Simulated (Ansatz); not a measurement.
in.yaml

```yaml
crystal:
  periodic: [false, false, false]
  atoms:
    - {symbol: B, position_ang: [0.125044, -1.369067, 1.703508]}
    - {symbol: Ga, position_ang: [-0.039830, 0.300184, 0.524787]}
    - {symbol: Cl, position_ang: [0.036791, -0.221341, -1.579121]}
    - {symbol: H, position_ang: [0.119899, 1.704943, 0.970533]}
basis:
  gaussian: {orbitals: cc-pVDZ}
magnetization: {spin_polarized: true, initial_magnetization: 2}
correlation: {method: ccsd_t, electrons: outside_noble_gas}
accuracy: high
charge: 1
output: {forces: true}
```

```sh
$ ansatz run in.yaml --threads 1 --pin off --events-out ev --progress --plain --max-ram 2393MiB
```

(1) One thing in this input was set wrong on purpose, beside settings that are merely unusual. What is the gravest fault, and what does the program do?

Results:

(1) Unknown input key. How the run ends: refused.
```
Error: YAML parse error: error: line 13 column 1: unknown field `charge`, expected one of crystal, accuracy, basis, kpoints, hamiltonian, magnetization, projection, total_charge, correlation, batch, efield, external_charges, scf, relax, neb, saddle, md, ramp, phonons, dielectric, real_time, elastic, magnetic_configurations, gw, evaluate, workflow, output, checkpoint, execution
  --> <input>:13:1
   |
11 | correlation: {method: ccsd_t, electrons: outside_noble_gas}
12 | accuracy: high
13 | charge: 1
   | ^ unknown field `charge`, expected one of crystal, accuracy, basis, kpoints, hamiltonian, magnetization, projection, total_charge, correlation, batch, efield, external_charges, scf, relax, neb, saddle, md, ramp, phonons, dielectric, real_time, elastic, magnetic_configurations, gw, evaluate, workflow, output, checkpoint, execution
14 | output: {forces: true}
   |
```
